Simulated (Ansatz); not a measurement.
# Energy profile

The step: SiH₂ + HF → SiH₃F ([F][SiH3]); bonds formed: Si1–H2, Si1–F3; bonds broken: H2–F3 (atoms numbered as in the saddle structure below).

Si1  (-0.450, -0.032, 0.370)
H2  (0.012, -1.146, -0.803)
F3  (0.853, -0.430, -1.041)
H4  (0.470, 0.266, 1.514)
H5  (-0.885, 1.341, -0.040)
(Å)

Electronic energies by CCSD(T) at an estimated basis limit (MP2 extrapolated from triple and quadruple zeta, plus CCSD(T) − MP2 in triple zeta), on PBE0-D4/def2-TZVP structures; SiH3F, closed shell; no counterpoise correction. Program: Ansatz 0.2.0. Basis: def2-TZVPP and def2-QZVPP. Cores are frozen in the correlated methods. Extrapolation: Hartree–Fock as exp(−7.88 √X), correlation as X^−2.97.

Task: Give the profile in kJ/mol, counted from the separated reactants. (To be estimated.)

Result: The calculation gives:
```tsv
point	kJ/mol
separated: SiH2 (Si1, H4, H5; singlet) + HF (H2, F3; singlet)	0.0
start structure	-21.7
saddle	25.8
end structure	-361.4
```

T1 diagnostic: at most 0.017. The restricted Hartree–Fock reference is unstable towards an unrestricted one at one or more of these structures.

Losses and insertions of silylenes and their heavier kin drive the gas-phase chemistry of silicon and germanium vapour deposition.

Labels in which every atom is bracketed show which atoms are joined, not bond orders.

For scale, one of the runs: CCSD(T)/def2-TZVPP, 115 basis functions, launched by `ansatz run in.yaml --threads 2 --pin off --events-out ev --progress --plain --max-ram 4352MiB`. The run took about 3.8 s on 2 CPU threads of an Intel Xeon Platinum 8488C (shared host).
